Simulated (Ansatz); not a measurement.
Reaction (SMILES): O=CO + 3 [H][H] (H2) → C (CH4) + 2 O (H2O)
B3LYP-D3(BJ)/def2-TZVP geometries, fixed; electronic energies without zero-point terms.

Basis-set convergence of the energy of full hydrogenation at PBE with Ansatz (a program for electronic structure). Cartesian d functions, on some or all atoms, in 6-31G*, 6-31+G*; all else is spherical. The program fits the integrals of some runs and decomposes those of others, by size. Species with rotatable bonds are taken in one conformer. No added dispersion term, no relativity. Functions are those of the species that has most. Reference: the value in aug-pcseg-3, -52.49 kcal/mol, itself unsure by roughly 0.30 kcal/mol (its mean distance from aug-cc-pVQZ, cc-pV5Z, def2-QZVPPD). Deviations are taken from unrounded values.

| basis | functions | energy of full hydrogenation (kcal/mol) | minus reference (kcal/mol) |
|---|---|---|---|
| pcseg-0 | 31 | -28.07 | 24.42 |
| 6-31G* | 49 | -30.83 | 21.66 |
| 6-31+G* | 61 | -42.43 | 10.06 |
| def2-SVPD | 82 | -56.10 | -3.61 |
| aug-pcseg-1 | 87 | -51.09 | 1.40 |
| 6-311++G(2d,2p) | 101 | -53.45 | -0.96 |
| def2-TZVP | 105 | -46.03 | 6.46 |
| jun-cc-pV(T+d)Z | 145 | -52.67 | -0.18 |
| cc-pVQZ | 225 | -49.56 | 2.94 |
